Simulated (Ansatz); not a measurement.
`CCC(F)S`. Total charge 0; spin multiplicity 1. The structure was optimised at the PBE0-D4/def2-TZVP level. It is one conformer, not always the lowest.

```xyz
12

C     0.454    1.279   -0.471
C     0.394    0.159    0.549
C    -0.048   -1.167   -0.028
F     0.125   -2.143    0.937
S    -1.731   -1.198   -0.664
H    -0.529    1.481   -0.899
H     1.129    1.028   -1.294
H     0.822    2.197   -0.010
H    -0.277    0.418    1.375
H     1.383   -0.007    0.990
H     0.573   -1.447   -0.886
H    -2.294   -0.599    0.400
```

(1) What is the dipole moment at r2SCAN/def2-TZVPP? (Best estimate.)

(2) And with PBE, B3LYP, ωB97M-V? (Best estimate.)

(3) Give the Mulliken charges with r2SCAN, B3LYP, ωB97M-V in def2-TZVPP. (Best estimate.)

Results:

(1) Ansatz gave: 2.02 D, with components (0.68, 1.90, -0.05) D in this frame, pointing from negative to positive charge.

(2) The calculation gave: PBE 1.91 D, B3LYP 1.99 D, ωB97M-V 1.99 D.

(3) Ansatz gave: 
| atom | r2SCAN | B3LYP | ωB97M-V |
| --- | --- | --- | --- |
| C1 | -0.15 | -0.24 | -0.29 |
| C2 | -0.03 | -0.11 | -0.19 |
| C3 | 0.23 | 0.18 | 0.11 |
| F4 | -0.22 | -0.23 | -0.21 |
| S5 | -0.17 | -0.16 | -0.13 |
| H6 | 0.05 | 0.08 | 0.10 |
| H7 | 0.04 | 0.07 | 0.10 |
| H8 | 0.05 | 0.09 | 0.11 |
| H9 | 0.02 | 0.06 | 0.09 |
| H10 | 0.04 | 0.08 | 0.10 |
| H11 | 0.04 | 0.08 | 0.10 |
| H12 | 0.09 | 0.09 | 0.10 |

B3LYP here is the variant with VWN-RPA as its local correlation; programs differ in this.
